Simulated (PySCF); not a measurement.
Start geometry of formic anhydride, `O(C=O)C=O` from MMFF94s (Å):
```
atom  x, y, z in Å
O1    -1.2938    1.0675   -0.0016
C2    -1.1661   -0.0654    0.0875
O3    -0.0450   -0.7455    0.0495
C4     1.2503   -0.0150   -0.0970
O5     1.2977    1.1588   -0.2547
H6    -1.9751   -0.7669    0.2253
H7     2.0239   -0.7356   -0.0774
```

What comes out of this run: PBE0-D3(BJ)/def2-SVP geometry optimisation, gas phase in PySCF 2.14.0?

```
atom  x, y, z in Å
O1    -1.279    1.247    0.131
C2    -1.174    0.071    0.210
O3    -0.021   -0.665    0.114
C4     1.199   -0.134   -0.224
O5     1.423    0.973   -0.576
H6    -2.001   -0.647    0.395
H7     1.945   -0.948   -0.119
```

The energy falls by 44.6 kJ/mol over 10 energy and gradient evaluations, the largest force component goes from 0.1043 to 2.2e-04 Eh/bohr, and the atoms move by 0.102 Å rms after alignment. The bond that changes most is O3–C4 (anhydride bridging oxygen to anhydride carbonyl carbon), which shortens by 0.122 Å. Bonds longer at the end by more than 0.005 Å: 4 of 6; shorter: 1. Among the angles that change most is O3–C4–O5, from 122.1° to 127.1°. Rotational constants go from 11507, 5163, 3565 to 11826, 4759, 3403 MHz. The orientation of the end geometry is arbitrary; only internal coordinates are fixed.

The run used 80 basis functions and 75 SCF cycles in all. The run took 25 s wall on Arm Neoverse N1, one thread, no GPU, on a shared host, and the process peaked at 0.32 GiB of memory.

Not checked by PBE0-D3(BJ)/def2-SVP frequencies. The numbers are those of one conformer.
